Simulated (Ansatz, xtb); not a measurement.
**Two isomers of CH2BO+**

Structure a: `[CH2+]B=O`, a singlet. Structure b: `B1[CH+]O1`, a singlet. Both are isolated ions in the gas phase, relaxed with PBE0-D3(BJ)/def2-SVP; the shapes shown needn't be the lowest conformers.

a (Å):

```xyz
5

C    -0.1338    1.4258    0.6776
B     1.3070    1.1984    0.2186
O     2.4394    1.0199   -0.1422
H    -0.3788    1.6226    1.7375
H    -0.9785    1.4010   -0.0353
```

b (Å):

```yaml
atoms:
  - { symbol: C, position_ang: [1.0285, 1.4754, 0.0603] }
  - { symbol: B, position_ang: [0.0053, 1.3629, 1.1317] }
  - { symbol: O, position_ang: [-0.0013, 0.7561, -0.1558] }
  - { symbol: H, position_ang: [-0.6608, 1.4218, 2.1111] }
  - { symbol: H, position_ang: [1.8602, 1.6454, -0.6428] }
```

Problem. Which of the two would you expect CCSD(T)/def2-TZVPP electronic energies to favour?

Solution. Structure b; the calculation gives E(b) − E(a) = −8.3 kcal/mol.

Level by level:

| level | geometry | E(b) − E(a) (kcal/mol) | departure from the last row (kcal/mol) | job, with rough time for the two |
| --- | --- | --- | --- | --- |
| GFN2-xTB | GFN2-xTB | −12.5 | −4.2 | optimisation, 0.24 s |
| HF/STO-3G | GFN2-xTB | −2.3 | +6.0 | single point, 0.72 s |
| r2SCAN-D4/def2-SVP | GFN2-xTB | −4.3 | +4.0 | single point, 4 s |
| PBE0-D3(BJ)/def2-SVP | PBE0-D3(BJ)/def2-SVP | −9.8 | −1.4 | optimisation, 33 s |
| HF/def2-TZVPP | PBE0-D3(BJ)/def2-SVP | −12.4 | −4.1 | part of the CCSD(T) run |
| MP2/def2-TZVPP | PBE0-D3(BJ)/def2-SVP | −9.5 | −1.1 | part of the CCSD(T) run |
| CCSD(T)/def2-TZVPP | PBE0-D3(BJ)/def2-SVP | −8.3 |  | single point, 39 s |

As drawn, b has 1 C–O, 1 B–O, 1 B–H in place of 1 B=O, 1 C–H. Structure a has no ring, b a 3-membered ring.

None of the levels shown reverses the order. The largest departure from CCSD(T)/def2-TZVPP is that of HF/STO-3G, 6.0 kcal/mol.

With harmonic frequencies from PBE0-D3(BJ)/def2-SVP (ideal gas, rigid rotor, one conformer each, 298.15 K, 1 atm): on the last row, ΔE + ΔZPE = −7.9, ΔH = −8.4, ΔG = −7.9 kcal/mol.

The T1 diagnostic of structure a is large, so the coupled-cluster value is less sure. The correlated steps freeze 3 core orbitals. Run with Ansatz 0.2.0, xtb 6.7.1; the last row on 1 thread of AMD EPYC (Zen 3) on a shared host.
